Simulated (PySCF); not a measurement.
**Broadened absorption spectrum of C4H9NS**

Species: C4H9NS.
SMILES: `C/N=C\[C@H](C)S`

Method: TDDFT PBE0/def2-SVPD, vertical, gas phase, core orbitals frozen in the response (PySCF 2.14.0, density-fitted response routines). Isolated species at its GFN2-xTB geometry (one conformer only). Torsions of this conformer, `[CH3:1]/[N:2]=[CH:3]\[C@H:4]([CH3:5])[SH:6]`: N2–C3–C4–C5 -145°, H–S6–C4–C3 -56°.

Each state is given a Gaussian of 0.25 eV full width at half maximum, with ε(max) = 2.175×10⁸ f / Δν̃ (Δν̃ the width in cm⁻¹). The width is an assumption, not a result. The curve ends short of the highest state used, and states not computed would add to its high-energy end.

(E (eV), ε (L mol⁻¹ cm⁻¹)): (4.20, 1), (4.27, 8), (4.35, 48), (4.43, 173), (4.50, 332), (4.58, 411), (4.66, 289), (4.73, 133), (4.81, 33), (4.89, 13), (4.96, 57), (5.04, 278), (5.12, 776), (5.19, 1195), (5.27, 1149), (5.35, 629), (5.42, 257), (5.50, 243), (5.58, 879), (5.65, 2003), (5.73, 3032), (5.81, 2601), (5.88, 1430), (5.96, 453), (6.04, 264), (6.11, 618), (6.19, 1329), (6.27, 1657), (6.34, 1306), (6.42, 708)

Problem. Where are the band maxima, and which computed states make them?

Solution. 271 nm (4.57 eV), ε about 410, made up of S1 (100%); 237 nm (5.23 eV), ε about 1300, made up of S2 (100%); 216 nm (5.75 eV), ε about 3100, made up of S3 (100%); 198 nm (6.26 eV), ε about 1700, made up of S4 (99%) (ε in L mol⁻¹ cm⁻¹; maxima over ε = 5, shares over 10%). The states used: S1 4.57 eV (f 0.0038); S2 5.22 eV (f 0.012); S3 5.75 eV (f 0.029); S4 6.26 eV (f 0.015); S5 6.52 eV (f 0.0025); S6 6.88 eV (f 0.0071); S7 6.97 eV (f 0.044); S8 7.02 eV (f 0.093).

Problem. What would ε be at 5.75 eV, the highest of these maxima, with half the width (0.125 eV)?

Solution. About 6150 L mol⁻¹ cm⁻¹ against 3080, a factor of about 2.00; a lone state at its own centre would give exactly 2.

Problem. On this curve, what absorbance would a 10⁻⁵ mol/L sample give at 248 nm over a 1 cm path?

Solution. 248 nm is 4.999 eV, where ε is about 130 L mol⁻¹ cm⁻¹, so A = ε c l ≈ 0.0013 (Beer–Lambert, with the gas-phase spectrum and the assumed width).

Problem. Coming from long wavelengths, where does ε first pass 100 L mol⁻¹ cm⁻¹?

Solution. At about 282 nm (4.39 eV), 0.18 eV below S1.

Hardware: Arm Neoverse N1, one thread, shared host. Cost: 55 s (with the writing of density and orbital grids), 0.80 GiB resident at most.
